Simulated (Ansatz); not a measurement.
in.yaml

```yaml
crystal:
  periodic: [false, false, false]
  atoms:
    - {symbol: Ga, position_ang: [-0.007574, -0.330562, 0.011566]}
    - {symbol: F, position_ang: [-0.008407, 0.626960, -1.442116]}
    - {symbol: F, position_ang: [0.039557, 0.686270, 1.400328]}
    - {symbol: H, position_ang: [-0.063220, -1.886508, -0.012398]}
basis:
  gaussian: {orbitals: 6-31G, fitting: {mean_field: def2-universal-jkfit}}
magnetization: {spin_polarized: false}
correlation: {method: ccsd_t, electrons: outside_noble_gas}
scf: {lower_state_search: light}
```

```sh
$ ansatz run in.yaml --threads 1 --pin off --events-out ev --progress --plain --max-ram 2393MiB
```

The program prints:

```
438 factors; integrals over basis functions are off by at most 8.1e-2 eV
mean field evaluation 1: about -57751.0717 eV, gradient 4.0e1 eV
mean field evaluation 2: about -57752.9863 eV, gradient 2.9e1 eV
mean field evaluation 4: about -57754.1151 eV, gradient 7.1e-1 eV
mean field evaluation 8: about -57751.0711 eV, gradient 4.0e1 eV
mean field -57754.11649987 eV, -2122.4246342239 hartree, gradient 2.7e-6 eV, S^2 0.000000; 0 other end points of the search recorded, 0 dependent functions left out
16 core orbitals not correlated, not the lowest: weight in the atoms' cores, before any rotation towards them, 0.936 or more for the frozen orbitals, at most 0.045 for the correlated occupied ones
reference -57754.11649987 eV, -2122.4246342239 hartree; 9, 9 occupied and 24, 24 virtual orbitals, 438 factors
second order -7.96630281 eV of doubles, -0.00000000 eV of singles
cycle   1  -7.69489705 eV  change    2.7e-1 eV  update   9.7e-2
cycle   2  -7.95418417 eV  change   -2.6e-1 eV  update   3.1e-2
cycle   3  -8.03710433 eV  change   -8.3e-2 eV  update   1.7e-2
cycle   4  -8.03586366 eV  change    1.2e-3 eV  update   3.3e-3
cycle   5  -8.03230959 eV  change    3.6e-3 eV  update   1.4e-3
cycle   6  -8.03233924 eV  change   -3.0e-5 eV  update   4.1e-4
cycle   7  -8.03237748 eV  change   -3.8e-5 eV  update   1.2e-4
cycle   8  -8.03234511 eV  change    3.2e-5 eV  update   3.5e-5
cycle   9  -8.03235408 eV  change   -9.0e-6 eV  update   1.3e-5
perturbative correction -0.11478318 eV, -0.0042182039 hartree
Total energy: -57762.26363712 eV, -2122.7240359958 hartree
```

Ran on 1 thread of Arm Neoverse V2, shared host: 0.42 s wall, 0.08 GiB peak host memory.
